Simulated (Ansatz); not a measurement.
Basis-set extrapolation for C₃H₇NO (`CC1(N)CO1`) (PBE0-D4/def2-TZVP geometry, frozen core, Ansatz 0.2.0). Multiplicity 1, RHF reference.

```
                      def2-TZVPP   def2-QZVPP
                 HF  -247.049399  -247.061070
    MP2 correlation    -0.957684    -1.023795
CCSD(T) correlation    -1.029206      not run
```

Energies in hartree. Use E(X) = E(∞) + A·exp(−7.88·√X) for Hartree–Fock and E(X) = E(∞) + B·X^(−2.97) for correlation, with X = 3 and 4, and add CCSD(T) minus MP2 of the smaller set to the MP2 limit.

What is the CCSD(T) energy at the basis-set limit?

HF limit: -247.061070 + (-0.011671) × 0.13774 = -247.06268. MP2 limit: -1.023795 + (-0.066111) × 0.74074 = -1.07277. Higher-order term: -1.029206 − (-0.957684) = -0.07152. Total: -248.20697 hartree, 80.6 kcal/mol below CCSD(T)/def2-TZVPP.
